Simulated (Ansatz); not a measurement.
**BClFH: single points off equilibrium**

The task here is to estimate one member of a computed series from the others.

Program: Ansatz 0.2.0, Gaussian basis. Level of theory: single points in def2-TZVPP. These are calculated values, not measurements.

Correlated methods freeze the cores.

### Where the work starts

SMILES `FBCl`, 4 atoms, charge 0, spin multiplicity 1.

Atoms are counted from 1 here; the program's logs count them from 0.

Bond lengths: F1–B2 1.258 Å, B2–Cl3 1.715 Å, B2–H4 1.213 Å. Angles: F1–B2–Cl3 126.1°, F1–B2–H4 114.5°, Cl3–B2–H4 113.2°.

As a file:

```mol
BClFH
  3D, bonds by distance, orders not assigned

  4  3  0  0  0  0  0  0  0  0999 V2000
    1.3239    0.3254   -0.4558 F   0  0
    0.2122   -0.1297   -0.0833 B   0  0
   -1.3293    0.4427   -0.5712 Cl  0  0
    0.2131   -0.6117    1.0299 H   0  0
  1  2  8  0
  2  3  8  0
  2  4  8  0
M  END
```

Set-up of the first run:

Input file run/in.yaml:

```yaml
crystal:
  periodic: [false, false, false]
  atoms:
    - {symbol: F, position_ang: [1.323900, 0.325400, -0.455800]}
    - {symbol: B, position_ang: [0.212200, -0.129700, -0.083300]}
    - {symbol: Cl, position_ang: [-1.329300, 0.442700, -0.571200]}
    - {symbol: H, position_ang: [0.213100, -0.611700, 1.029900]}
basis:
  gaussian: {orbitals: def2-TZVPP}
correlation: {method: ccsd_t}
output: {forces: true}
```

The command line of these runs was not kept.

Among the steps run: CCSD(T)/def2-TZVPP; PBE0-D4/def2-TZVPP; wB97M-V/def2-TZVPP; r2SCAN-D4/def2-TZVPP; PBE-D4/def2-TZVPP; CAM-B3LYP-D4/def2-TZVPP; LC-wPBE/def2-TZVPP.

One table of the session follows, with a row left open; its other results are not shown here.

| method | RMS force component (eV/Å) | angle to CCSD(T) forces (°) | dipole (D) |
| --- | --- | --- | --- |
| CCSD(T) | 1.659 | reference | 0.51 |
| PBE0-D4 | 1.524 | 2.1 | 0.49 |
| wB97M-V | 1.620 | 1.0 | 0.49 |
| r2SCAN-D4 | 1.587 | 0.9 | 0.46 |
| PBE-D4 | 1.672 | 5.6 | 0.40 |
| CAM-B3LYP-D4 | 1.551 | 3.0 | 0.53 |
| LC-wPBE | ? | ? | ? |

Q: Estimate the row for LC-wPBE from the others.

As computed: RMS force component (eV/Å): 1.601; angle to CCSD(T) forces (°): 3.7; dipole (D): 0.54. In the column «RMS force component (eV/Å)» it lies between r2SCAN-D4 (1.587) and wB97M-V (1.620).
